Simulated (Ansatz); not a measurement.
Process, species as SMILES: N (NH3) → NH3+ (doublet, bonded as N) + e-
B3LYP-D3(BJ)/def2-TZVP geometries, fixed; electronic energies without zero-point terms.

The adiabatic ionisation energy at MP2 with Ansatz (a first-principles code), in eV, split into its Hartree-Fock and correlation parts. Cores are frozen. Open shells are unrestricted. No added dispersion term, no relativity. Functions are those of the species that has most.

```tsv
basis	X	functions	Hartree-Fock	MP2
aug-cc-pVDZ	2	50	8.622	10.062
aug-cc-pVTZ	3	115	8.623	10.246
aug-cc-pVQZ	4	218	8.624	10.304
```

Worked estimate of the basis-set limit from each neighbouring pair, with Hartree-Fock from the larger set and the correlation part extrapolated as X^-3.
Correlation parts: X = 2: 1.440, X = 3: 1.623, X = 4: 1.680.
- (2,3): (27·(1.623) - 8·(1.440))/19 = 1.700; with Hartree-Fock 8.623 the estimate is 10.323 eV.
- (3,4): (64·(1.680) - 27·(1.623))/37 = 1.722; with Hartree-Fock 8.624 the estimate is 10.346 eV.
The last two estimates differ by 0.023 eV; the largest set lies 0.042 from the last. Over the last step Hartree-Fock moves by 0.001 and the correlation part by 0.057.
